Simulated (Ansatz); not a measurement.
# C₃H₅N: a ladder of functionals and wavefunction methods

One table from this session's results is given with a row withheld; the runs are named, their logs left out.

Program: Ansatz 0.2.0, Gaussian basis. Level of theory: functionals in def2-TZVPP, the program's frozen cores in correlated methods. These are calculated values, not measurements.

Plan: LDA (SPW92), PBE-D4, revPBE-D4, BLYP-D4, r2SCAN-D4, B97M-V, PBE0-D4, B3LYP-D4, r2SCANh-D4, r2SCAN0-D4, HSE06-D4, BHLYP-D4, CAM-B3LYP-D4, LC-ωPBE, ωB97X-V, ωB97M-V, B2PLYP, PBE-QIDH; CCSD(T)/def2-SVP; CCSD(T)/def2-TZVPP; MP2/def2-QZVPP; extrapolation to the limit; RPA on PBE.

### The geometry

All runs share one geometry, relaxed beforehand with PBE0-D4 in a triple-zeta def2 set.

SMILES `NC1=CC1`, 9 atoms, charge 0, spin multiplicity 1.

Atoms are counted from 1 here; the program's logs count them from 0.

Bond lengths: N1–C2 1.351 Å, N1–H5 1.007 Å, N1–H6 1.005 Å, C2–C3 1.295 Å, C2–C4 1.480 Å, C3–C4 1.508 Å, C3–H7 1.074 Å, C4–H8 1.094 Å, C4–H9 1.094 Å. Angles: C2–N1–H5 117.3°, C2–N1–H6 116.6°, H5–N1–H6 114.8°, N1–C2–C3 152.7°, N1–C2–C4 141.5°, C3–C2–C4 65.5°, C2–C3–C4 63.2°, C2–C3–H7 151.5°, C4–C3–H7 145.2°, C2–C4–C3 51.4°, C2–C4–H8 119.4°, C2–C4–H9 119.4°, C3–C4–H8 120.1°, C3–C4–H9 120.1°, H8–C4–H9 113.1°.

The first run:

in.yaml

```yaml
crystal:
  periodic: [false, false, false]
  atoms:
    - {symbol: N, position_ang: [-0.340008, 1.296031, -0.820657]}
    - {symbol: C, position_ang: [0.110311, 0.187430, -0.193387]}
    - {symbol: C, position_ang: [1.010649, -0.710298, 0.053078]}
    - {symbol: C, position_ang: [-0.351995, -0.928458, 0.661700]}
    - {symbol: H, position_ang: [0.349537, 1.928326, -1.192433]}
    - {symbol: H, position_ang: [-1.148512, 1.741372, -0.422177]}
    - {symbol: H, position_ang: [1.994139, -1.121123, -0.077632]}
    - {symbol: H, position_ang: [-0.509442, -0.757361, 1.730805]}
    - {symbol: H, position_ang: [-1.026278, -1.682218, 0.243702]}
basis:
  gaussian: {orbitals: def2-TZVPP}
hamiltonian: {xc: lda}
output: {orbitals: {seedname: orbitals}}
```

On the command line:

```bash
ansatz run in.yaml --threads 2 --pin off --events-out ev --progress --plain --max-ram 4352MiB
```

Steps of the session up to this table: LDA; PBE-D4 (GGA); revPBE-D4 (GGA); BLYP-D4 (GGA); r2SCAN-D4 (meta-GGA); B97M-V (meta-GGA); PBE0-D4 (hybrid); B3LYP-D4 (hybrid); r2SCANh-D4 (hybrid); r2SCAN0-D4 (hybrid); HSE06-D4 (hybrid); BHLYP-D4 (hybrid); CAM-B3LYP-D4 (range-separated); LC-ωPBE (range-separated); ωB97X-V (range-separated); ωB97M-V (range-separated); B2PLYP (double hybrid); PBE-QIDH (double hybrid).

One of the session's tables, all rows but one given; the rest of the session is left out.

It belongs to the step «Frontier levels by functional». 

```
  functional  HOMO (eV)  LUMO (eV)  gap (eV)
 LDA (SPW92)      -4.85       0.03      4.88
      PBE-D4          ?          ?         ?
   revPBE-D4      -4.66       0.17      4.83
     BLYP-D4      -4.59       0.09      4.67
   r2SCAN-D4      -4.88       0.64      5.52
      B97M-V      -4.92       0.40      5.32
     PBE0-D4      -5.84       1.01      6.85
    B3LYP-D4      -5.65       0.63      6.27
  r2SCANh-D4      -5.31       0.99      6.30
  r2SCAN0-D4      -5.96       1.48      7.44
    HSE06-D4      -5.44       0.64      6.08
    BHLYP-D4      -6.86       1.60      8.45
CAM-B3LYP-D4      -7.15       1.76      8.91
     LC-ωPBE      -8.48       3.11     11.59
     ωB97X-V      -8.12       2.91     11.03
     ωB97M-V      -8.03       2.40     10.43
```

Estimate the missing values for PBE-D4.

As computed: HOMO (eV): -4.71; LUMO (eV): 0.14; gap (eV): 4.85. In the column «HOMO (eV)» it lies between LDA (SPW92) (-4.85) and revPBE-D4 (-4.66).
